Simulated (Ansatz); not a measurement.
Basis-set extrapolation for C7H16 (`CCC(C)(C)CC`) (PBE0-D4/def2-TZVP geometry, frozen core, Ansatz). Multiplicity 1, RHF reference.

```csv
,def2-TZVPP,def2-QZVPP
HF,-274.497078,-274.510096
MP2 correlation,-1.252247,-1.328475
CCSD(T) correlation,-1.383318,not run
```

Energies in hartree. Use E(X) = E(∞) + A·exp(−7.88·√X) for Hartree–Fock and E(X) = E(∞) + B·X^(−2.97) for correlation, with X = 3 and 4, and add CCSD(T) minus MP2 of the smaller set to the MP2 limit.

Q: What is the CCSD(T) energy at the basis-set limit?

A: HF limit: -274.510096 + (-0.013018) × 0.13774 = -274.51189. MP2 limit: -1.328475 + (-0.076228) × 0.74074 = -1.38494. Higher-order term: -1.383318 − (-1.252247) = -0.13107. Total: -276.02790 hartree, 387.3 kJ/mol below CCSD(T)/def2-TZVPP.
